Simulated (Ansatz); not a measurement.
Reaction (formal loss of a carbene): `CC1=CC1F` → `FC1C=C1` + `[CH2]` (triplet)

Isolated molecules relaxed with PBE0-D4/def2-TZVP in Ansatz; ΔE leaves out vibrations. CCSD(T)/CBS is the MP2 limit (def2-TZVPP, def2-QZVPP) plus CCSD(T) − MP2 in def2-TZVPP, frozen cores. This one scheme is used for every species. DFT in def2-TZVPP. B3LYP here is the variant with VWN-RPA as its local correlation; programs differ in this. HSE06 is defined as in plane-wave codes. Triplets are unrestricted, without spin–orbit coupling.

```tsv
level	ΔE (kcal/mol)	difference from CCSD(T)/CBS
LDA (SPW92)	128.9	19.0
PBE-D4	112.7	2.8
revPBE-D4	109.3	-0.6
BLYP-D4	109.0	-0.9
B97M-V	111.1	1.2
B3LYP-D4	109.1	-0.8
r2SCANh-D4	105.2	-4.7
r2SCAN0-D4	104.6	-5.3
HSE06-D4	110.6	0.7
CAM-B3LYP-D4	110.0	0.1
ωB97X-V	112.9	3.0
ωB97M-V	110.7	0.8
B2PLYP	108.4	-1.5
PBE-QIDH	110.0	0.1
PBE	111.3	1.4
revPBE	105.4	-4.5
BLYP	106.2	-3.7
PBE0	109.4	-0.5
B3LYP	107.0	-2.9
r2SCANh	104.8	-5.1
r2SCAN0	104.2	-5.7
HSE06	109.6	-0.3
BHLYP	104.7	-5.2
CAM-B3LYP	108.9	-1.0
LC-ωPBE	108.1	-1.8
RPA@PBE/def2-TZVPP	105.3	-4.6
MP2/def2-SVP	109.2	-0.7
CCSD/def2-SVP	104.5	-5.4
CCSD(T)/def2-SVP	106.5	-3.4
HF/def2-TZVPP	75.6	-34.3
MP2/def2-TZVPP	110.9	1.0
SCS-MP2/def2-TZVPP	110.8	0.9
CCSD/def2-TZVPP	104.7	-5.2
CCSD(T)/def2-TZVPP	107.3	-2.6
HF/def2-QZVPP	75.6	-34.3
MP2/def2-QZVPP	112.4	2.5
SCS-MP2/def2-QZVPP	112.6	2.7
HF/CBS(def2)	75.6	-34.3
MP2/CBS(def2)	113.5	3.6
CCSD/CBS(def2)	107.3	-2.6
CCSD(T)/CBS	109.9	0
```

Largest T1 diagnostic among the species: 0.011.

In def2-TZVPP, CCSD(T) changes the Hartree–Fock value by +31.7 kcal/mol (the triples alone add +2.6 kcal/mol) and MP2 by +35.3 kcal/mol. Leaving LDA and LC-ωPBE aside and taking each functional with its dispersion term where it has one, the values spread over 8.3 kcal/mol, from r2SCAN0-D4 to ωB97X-V. LDA lies +17.6 kcal/mol from PBE without D4. The D4 term adds +2.1 kcal/mol with B3LYP and +1.1 kcal/mol with PBE0; it sums over pairs of atoms, weighted by their polarisabilities, and B3LYP, whose exchange is more repulsive, gets the larger term.
